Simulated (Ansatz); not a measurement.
**SiH3OF (SMILES O[SiH2]F) at PBE/aug-cc-pVDZ**

Aim: the energy change on altering one bond length of SiH3OF at PBE/aug-cc-pVDZ, from 2 runs. 

The calculation is run with Ansatz 0.2.0.

72 further runs of the same task are left out: 72 set aside as unsound or not needed.

## 1. The system as given

SiH3OF: 6 atoms, total charge 0, spin state singlet. SMILES: `O[SiH2]F`. Geometry: relaxed at PBE0-D4/def2-TZVP. This is one conformer, not always the lowest.

Bond lengths: O1–Si2 1.630 Å, Si2–F3 1.596 Å, O1–H4 0.958 Å, Si2–H5 1.474 Å, Si2–H6 1.482 Å. Angles: O1–Si2–F3 111.0°, O1–Si2–H5 106.4°, O1–Si2–H6 111.7°, F3–Si2–H5 108.2°, F3–Si2–H6 106.0°, Si2–O1–H4 119.1°, H5–Si2–H6 113.7°.

## 2. The energy at PBE/aug-cc-pVDZ

Contents of input.yaml:

```yaml
crystal:
  periodic: [false, false, false]
  atoms:
    - {symbol: O, position_ang: [-0.853500, -0.209200, -0.924100]}
    - {symbol: Si, position_ang: [0.378300, -0.009300, 0.123900]}
    - {symbol: F, position_ang: [0.180800, -0.922800, 1.417800]}
    - {symbol: H, position_ang: [-1.714200, 0.150200, -0.705600]}
    - {symbol: H, position_ang: [1.595600, -0.458500, -0.575800]}
    - {symbol: H, position_ang: [0.455100, 1.385600, 0.617600]}
basis:
  gaussian:
    orbitals: aug-cc-pVDZ
hamiltonian:
  xc: pbe
accuracy: high
output:
  orbitals: {seedname: orbitals}
```

Started as:

```
$ ansatz run input.yaml --threads 1 --pin off --max-ram 3480MiB --events-out events.jsonl --progress --plain --runs-dir runs
```

The program printed:

```text
Warning: RAYON_NUM_THREADS=1 ignored (pool sized by the plan → 1); use --threads N
Functional definition: PBE
  name "PBE"
  parameter kappa = 0.804
  parameter beta = 0.06672455060314922
  exchange = pbe_x(kappa = kappa, mu = beta*pi^2/3)
  correlation = pbe_c(beta = beta)
2017 factors; integrals over basis functions are off by at most 3.4e-9 eV
mean field evaluation 1: about -12677.0959 eV, gradient 6.6e1 eV
mean field evaluation 2: about -12640.5818 eV, gradient 1.5e2 eV
mean field evaluation 4: about -12684.1385 eV, gradient 1.4e1 eV
mean field evaluation 8: about -12684.4263 eV, gradient 3.1e-1 eV
mean field evaluation 16: about -12684.4265 eV, gradient 1.0e-5 eV
mean field -12684.42652200 eV, -466.1440768703 hartree, gradient 5.2e-8 eV, S^2 0.000000; 0 other end points of the search recorded, 0 dependent functions left out
reference -12684.42653042 eV, -466.1440771799 hartree; 17, 17 occupied and 83, 83 virtual orbitals, 2017 factors
Total energy: -12684.42653042 eV, -466.1440771799 hartree
```

It took 7.2 s on 1 thread of Arm Neoverse V1, shared host; peak memory 0.25 GiB.

## 3. The distorted shape

Contents of run.yaml:

```yaml
crystal:
  periodic: [false, false, false]
  atoms:
    - {symbol: O, position_ang: [-1.038240, -0.239180, -1.081274]}
    - {symbol: Si, position_ang: [0.378300, -0.009300, 0.123900]}
    - {symbol: F, position_ang: [0.180800, -0.922800, 1.417800]}
    - {symbol: H, position_ang: [-1.898940, 0.120220, -0.862774]}
    - {symbol: H, position_ang: [1.595600, -0.458500, -0.575800]}
    - {symbol: H, position_ang: [0.455100, 1.385600, 0.617600]}
basis:
  gaussian: {orbitals: aug-cc-pVDZ}
hamiltonian: {xc: {name: PBE}}
accuracy: high
output: {orbitals: {seedname: orbitals}}
```

Started as:

```
$ ansatz run run.yaml --threads 1 --pin off --max-ram 3480MiB --events-out events.jsonl --progress --plain --runs-dir runs
```

The program printed:

```text
Warning: RAYON_NUM_THREADS=1 ignored (pool sized by the plan → 1); use --threads N
[... 6 set-up lines as earlier in the session ...]
2012 factors; integrals over basis functions are off by at most 3.6e-9 eV
mean field evaluation 1: about -12676.4845 eV, gradient 6.6e1 eV
mean field evaluation 2: about -12611.0442 eV, gradient 1.7e2 eV
mean field evaluation 4: about -12683.4720 eV, gradient 2.1e1 eV
mean field evaluation 8: about -12684.1270 eV, gradient 7.0e-1 eV
mean field evaluation 16: about -12684.1280 eV, gradient 2.6e-5 eV
mean field -12684.12803125 eV, -466.1331075378 hartree, gradient 9.9e-8 eV, S^2 0.000000; 0 other end points of the search recorded, 0 dependent functions left out
reference -12684.12803937 eV, -466.1331078361 hartree; 17, 17 occupied and 83, 83 virtual orbitals, 2012 factors
Total energy: -12684.12803937 eV, -466.1331078361 hartree
```

It took 7.2 s on 1 thread of Arm Neoverse V1, shared host; peak memory 0.25 GiB.

## 4. Outcome

Level: PBE/aug-cc-pVDZ.

```
                                                          quantity          value
                                         first shape: total energy  -466.14408 Eh
                                          first shape: HOMO energy       -7.84 eV
                                          first shape: LUMO energy       -1.03 eV
                                        first shape: HOMO–LUMO gap        6.81 eV
                                     distorted shape: total energy  -466.13311 Eh
                                      distorted shape: HOMO energy       -7.36 eV
                                      distorted shape: LUMO energy       -1.28 eV
                                    distorted shape: HOMO–LUMO gap        6.08 eV
energy change with the O1–Si2 bond stretched from 1.630 to 1.874 Å       0.298 eV
```

**Reading.** With the O1–Si2 bond stretched from 1.630 to 1.874 Å the energy rises by 0.30 eV (28.8 kJ/mol). The first shape isn't relaxed at this level, so the change isn't measured from a minimum.
